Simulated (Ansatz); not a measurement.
One crystal and one scan (energy against volume) at two levels, PBE (plane waves to 420 eV, PAW, scalar-relativistic; Ansatz, a quantum-chemistry and plane-wave program) and r2SCAN (plane waves to 500 eV, PAW, scalar-relativistic; Ansatz), each from its own relaxed cell and on its own mesh. The cell shown is that of PBE.

LiF (rock salt)

```
CELL_PARAMETERS angstrom
      0.00000     2.03393     2.03393
      2.03393     0.00000     2.03393
      2.03393     2.03393     0.00000
ATOMIC_POSITIONS crystal
  F  0.00000 0.00000 0.00000
  Li 0.50000 0.50000 0.50000
```

The volume is varied about the relaxed value V₀ at fixed cell shape. Symmetry pins the atoms to their sites.

E stands for the smeared free energy. LiF was relaxed with its symmetry unable to fall. Both scans cover V/V₀ from 0.900 to 1.100.

ΔE (meV/atom), each from the relaxed starting cell of its own level:

```tsv
V/V₀	PBE	r2SCAN
0.900	21.2	23.0
0.925	11.4	withheld
0.950	4.9	5.2
0.975	1.2	1.2
1.000	0.0	0.0
1.025	1.0	1.1
1.050	4.0	4.4
1.075	8.8	9.5
1.100	15.0	16.2
```

Question: Estimate the r2SCAN value at 0.925 from the PBE value there and the ratio of the two levels in the two nearest given rows on that side of the minimum.

Answer: At 0.950 and 0.900 the ratio r2SCAN/PBE averages 1.073, which gives 1.073 × 11.4 = 12.2 meV/atom. The calculation gives 12.4 meV/atom, +8.8 % against PBE.

(A scan under strain: stresses follow from slopes of the energy per volume, elastic moduli from its curvatures.)
